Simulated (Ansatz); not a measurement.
# BHNSi: the cost of one run

Method: def2-QZVPP, core rule «outside noble gas», up to 7 orbitals frozen; program: Ansatz 0.2.0, Gaussian basis.

To be run: UHF; ROHF; CCSD(T) on UHF.

5 further runs of the same task are left out: 1 that didn't finish, 4 set aside as unsound or not needed. Runs told in other sessions of the task aren't counted.

## (1) The system

The geometry is a PBE0/def2-TZVP stationary point (not a proven minimum) of the parent state, kept for this charge and spin.

4 atoms, charge 1, spin multiplicity 5.

Atoms are counted from 1 here; the program's logs count them from 0.

Bond lengths: B1–Si2 1.920 Å, Si2–N3 1.668 Å, Si2–H4 1.486 Å. Angles: B1–Si2–N3 121.8°, B1–Si2–H4 115.6°, N3–Si2–H4 122.6°.

Geometry (Å):

```csv
atom,x (Å),y (Å),z (Å)
B1,0.0000,-0.5645,1.7179
Si2,0.0000,0.3701,0.0409
N3,0.0000,-0.4396,-1.4177
H4,0.0000,1.8530,0.1336
```

## (2) UHF

in.yaml

```yaml
crystal:
  periodic: [false, false, false]
  atoms:
    - {symbol: B, position_ang: [0.000000, -0.564500, 1.717940]}
    - {symbol: Si, position_ang: [0.000000, 0.370053, 0.040934]}
    - {symbol: N, position_ang: [0.000000, -0.439646, -1.417676]}
    - {symbol: H, position_ang: [0.000000, 1.852957, 0.133591]}
basis:
  gaussian: {orbitals: "def2-QZVPP.json"}
total_charge: 1
magnetization: {spin_polarized: true, initial_magnetization: 4}
hamiltonian: {xc: hf}
output: {orbitals: {seedname: orbitals}}
```

Command:

```
ansatz run in.yaml --threads 1 --pin off --events-out ev --progress --plain --max-ram 2393MiB
```

**Question.** How long does this run take on 1 thread of Arm Neoverse V2, shared host, and how much memory does it need?

About 24 s, with a peak of 0.5 GiB.
